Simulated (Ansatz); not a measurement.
Reaction (formal loss of a carbene): `CC(C)(F)F` → `F[C]F` + `CC`

Gas-phase electronic energies from Ansatz, PBE0-D4/def2-TZVP geometries. CCSD(T)/CBS is the MP2 limit (def2-TZVPP, def2-QZVPP) plus CCSD(T) − MP2 in def2-TZVPP, frozen cores. This one scheme is used for every species. Functionals use def2-TZVPP. HSE06 is defined as in plane-wave codes.

(1) Is it downhill or uphill in electronic energy at CCSD(T)/CBS, and by how much? (An estimate is asked.)

(2) What do these levels give: r2SCAN0-D4, HSE06-D4, ωB97M-V, r2SCAN0, HSE06, CAM-B3LYP, HF/def2-SVP, MP2/def2-SVP, MP2/def2-TZVPP, CCSD(T)/def2-TZVPP, MP2/def2-QZVPP, SCS-MP2/def2-QZVPP? (An estimate is asked.)

(3) What do rigid-rotor, harmonic-oscillator terms from PBE0-D4/def2-TZVP frequencies (298.15 K, 1 bar) make of the CCSD(T)/CBS value? (An estimate is asked.)

Largest T1 diagnostic among the species: 0.017.

Answers

(1) The calculation gave: Uphill: ΔE = +288.5 kJ/mol.

(2) The calculation gave: r2SCAN0-D4 308.7, HSE06-D4 301.3, ωB97M-V 282.3, r2SCAN0 306.6, HSE06 295.8, CAM-B3LYP 286.7, HF/def2-SVP 273.5, MP2/def2-SVP 303.6, MP2/def2-TZVPP 300.2, CCSD(T)/def2-TZVPP 280.2, MP2/def2-QZVPP 304.6, SCS-MP2/def2-QZVPP 291.3 kJ/mol.

(3) Ansatz gave: ΔZPE = -16.1 kJ/mol, ΔH = +277.1 kJ/mol, ΔS = 166 J/(mol·K), ΔG = +227.5 kJ/mol.

From PBE to PBE0 (25 % exact exchange), in def2-TZVPP and without D4, ΔE moves by +16.2 kJ/mol. At CCSD(T), def2-SVP lies −4.1 kJ/mol from the extrapolated value and def2-TZVPP −8.3 kJ/mol.
